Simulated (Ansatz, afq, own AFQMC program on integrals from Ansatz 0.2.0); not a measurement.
AFQMC on a folder of integrals that Ansatz 0.2.0 wrote.

```yaml
crystal:
  periodic: [false, false, false]
  atoms:
    - {symbol: Ir, position_ang: [0.000000, 0.000000, 0.000000]}
basis:
  gaussian: {orbitals: def2-TZVP}
magnetization: {spin_polarized: true, initial_magnetization: 3}
correlation: {method: ccsd_t, electrons: outside_noble_gas, hamiltonian_folder: ham}
```

```sh
$ ansatz run in.yaml --threads 1 --pin off --events-out ev --progress --plain --max-ram 24576MiB --backend cuda --devices 0, --max-vram 18GiB
```

Options of the walk:

```
--method free --trial cisd --walkers 4000 --time-step 0.03 --max-blocks 4000 --target-error 0.00022 --factor-cut 1e-05 --seed 2641 --times 0,0.3,0.6,1.2,1.8,2.4,3.6,4.8,6 --taylor-order 8
```

Times are imaginary, in 1/Eh. The walk had a cap of 61 s. Core potentials past Kr, no spin–orbit coupling.

Log:

```
orbitals 36  electrons 6 3  factors 239 of 239
reference energy -103.44321375 Eh
CCSD correlation -0.18461202 Eh in 9 cycles, weight of the determinant in the CISD state 0.9158
repeat  energy at the last time / Eh  error
    10  -103.632897  0.000123
    20  -103.632771  0.000112
    30  -103.632894  0.000108
time / (1/Eh)  energy / Eh  error  mean overlap
  0.00  -103.627786  0.000027  1.0917
  0.30  -103.630622  0.000033  1.0936
  0.60  -103.631652  0.000031  1.0935
  1.20  -103.632325  0.000039  1.0954
  1.80  -103.632567  0.000035  1.0962
  2.40  -103.632579  0.000040  1.1015
  3.60  -103.632717  0.000073  1.1031
  4.80  -103.632823  0.000058  1.1055
  6.00  -103.632893  0.000104  1.1062
energy -103.632893 +/- 0.000104 Eh
```

The run passed its tests (error under three times the target), which doesn't prove that it has relaxed.

Against this walk (error 2.8 meV) on the same determinant: CCSD(T) 19.2 meV higher, CCSDT(Q) 2.0 meV higher (within the noise). The error is statistical, and a free projection of finite length keeps a remainder of its start. The last points still move (meV from the last: 8.9 ± 1.0 at 1.80, 8.5 ± 1.1 at 2.40, 4.8 ± 2.0 at 3.60, 1.9 ± 1.6 at 4.80, 0 ± 3 at 6.00), but the last one has reached CCSDT(Q) within the noise or passed it, so little can be left to fall.

Cautions: remainder of the start not in the error; no spin-orbit coupling; outer-core shells of the metal frozen.

The walk took 58 s on 1 × NVIDIA H100 80GB HBM3 with 2 threads of AMD EPYC 7R13 Processor (Zen 3), on a shared host (the card was shared). The log's last line is the free-projection energy.

CCSDT and higher add their correlation energy to the determinant of the CCSD(T) run, since their own runs factorise the integrals more tightly (a shift of under 2 meV). A walk keeps the symmetry of its determinant, which the program's search chose and which needn't be the lowest solution, so a lower state of the same spin and another symmetry isn't excluded.
